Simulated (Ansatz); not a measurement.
# AlSiH4+ (triplet): from Hartree-Fock to the top rungs, cc-pVDZ

The task here is to estimate one member of a computed series from the others.

Program: Ansatz 0.2.0, Gaussian basis. Level of theory: cc-pVDZ, core rule «outside noble gas», up to 10 orbitals frozen. These are calculated values, not measurements.

Plan: UHF; CCSD(T) on ROHF; CCSD(T) on UHF; BCCD(T) on ROHF; CISD as a restricted active space (open shells left free, so some higher excitations enter); CCSDT(Q) on ROHF; CCSDT(Q) on UHF; CASSCF and NEVPT2, 10 electrons in 10 orbitals.

15 further runs of the same task are left out: 4 that didn't finish, 11 set aside as unsound or not needed. Runs told in other sessions of the task aren't counted.

## What is computed

The geometry is a PBE0/def2-TZVP stationary point (not a proven minimum) of the parent state, kept for this charge and spin.

6 atoms, charge 1, spin multiplicity 3.

Atoms are counted from 1 here; the program's logs count them from 0.

Bond lengths: Si1–Al2 2.477 Å, Si1–H3 1.492 Å, Si1–H4 1.492 Å, Si1–H5 1.492 Å, Al2–H6 1.605 Å. Angles: Al2–Si1–H3 115.7°, Al2–Si1–H4 109.2°, Al2–Si1–H5 109.2°, H3–Si1–H4 107.7°, H3–Si1–H5 107.7°, H4–Si1–H5 107.0°, Si1–Al2–H6 120.9°.

Set-up of the first run:

The input, in.yaml:

```yaml
crystal:
  periodic: [false, false, false]
  atoms:
    - {symbol: Si, position_ang: [0.000000, 0.049312, 1.158451]}
    - {symbol: Al, position_ang: [0.000000, -0.101211, -1.313837]}
    - {symbol: H, position_ang: [0.000000, 1.430438, 1.723316]}
    - {symbol: H, position_ang: [1.198904, -0.658842, 1.694066]}
    - {symbol: H, position_ang: [-1.198904, -0.658842, 1.694066]}
    - {symbol: H, position_ang: [0.000000, 1.222494, -2.220719]}
basis:
  gaussian: {orbitals: cc-pVDZ}
total_charge: 1
magnetization: {spin_polarized: true, initial_magnetization: 2}
hamiltonian: {xc: hf}
output: {orbitals: {seedname: orbitals}}
```

Started as:

```console
$ ansatz run in.yaml --threads 1 --pin off --events-out ev --progress --plain --max-ram 2393MiB
```

Steps of the session up to this table: UHF; CCSD(T) on ROHF; CCSD(T) on UHF; BCCD(T) on ROHF; CISD as a restricted active space (open shells left free, so some higher excitations enter); CCSDT(Q) on ROHF; CCSDT(Q) on UHF; CASSCF and NEVPT2, 10 electrons in 10 orbitals.

One of the session's tables, all rows but one given; the rest of the session is left out.

```
         method  from UCCSDT(Q) (meV)
           ROHF               +5016.9
            UHF               +4869.2
           RMP2                     ?
           UMP2               +1292.8
           CISD                +543.5
          RCCSD                +162.8
          UCCSD                +154.1
       RCCSD(T)                 +41.1
       UCCSD(T)                 +39.5
        BCCD(T)                 +39.4
         RCCSDT                  +3.9
         UCCSDT                  +3.4
      RCCSDT(Q)                  +1.0
      UCCSDT(Q)                     0
CASSCF frontier               +3158.5
NEVPT2 frontier               +1112.8
```

Estimate the missing values for RMP2.

**Answer.** from UCCSDT(Q) (meV): +1338.9. In the column «from UCCSDT(Q) (meV)» it lies between UMP2 (+1292.8) and CASSCF frontier (+3158.5).

Limits of these values: Restricted and unrestricted rows rest on different reference determinants; a gap between their highest levels can come from leftover correlation error, from unlike frozen cores or from another state.
